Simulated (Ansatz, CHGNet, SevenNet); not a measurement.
# hcp Be: properties by level of theory

Reference values: lattice constant a 2.286 Å (measured, 293 K, no zero-point or thermal correction, sources range from 2.286 to 2.290; as tabulated in Wikipedia's data pages); lattice parameter c 3.584 Å (measured, 293 K, not corrected to a static lattice; as tabulated in Wikipedia's data pages).

```tsv
level (code)	lattice constant a (Å)	c axis length (Å)
CHGNet-r²SCAN (CHGNet)	2.249	3.622
SevenNet-0 (SevenNet)	2.253	3.615
rVV10 (Ansatz)	2.251	3.554
```

Differences from the reference values (errors of the level alone only where the reference is corrected to a static lattice):

```json
[
 {"level": "CHGNet-r²SCAN", "lattice constant a (%)": "-1.62", "lattice parameter c (%)": "+1.06"},
 {"level": "SevenNet-0", "lattice constant a (%)": "-1.44", "lattice parameter c (%)": "+0.86"},
 {"level": "rVV10", "lattice constant a (%)": "-1.53", "lattice parameter c (%)": "-0.84"}
]
```

Nearest: lattice constant a, not ranked (reference at room or unstated temperature); lattice parameter c, not ranked (reference at room or unstated temperature).

Machine-learned potentials (CHGNet-r²SCAN, SevenNet-0) are trained on DFT data, which may include these solids.

Ansatz's density-functional and Hartree–Fock values are scalar-relativistic unless marked +SOC, with PAW data made under PBE.

Differences are worked out from the printed values.

Computed values are for the static lattice.

Ansatz is a program for electronic structure.
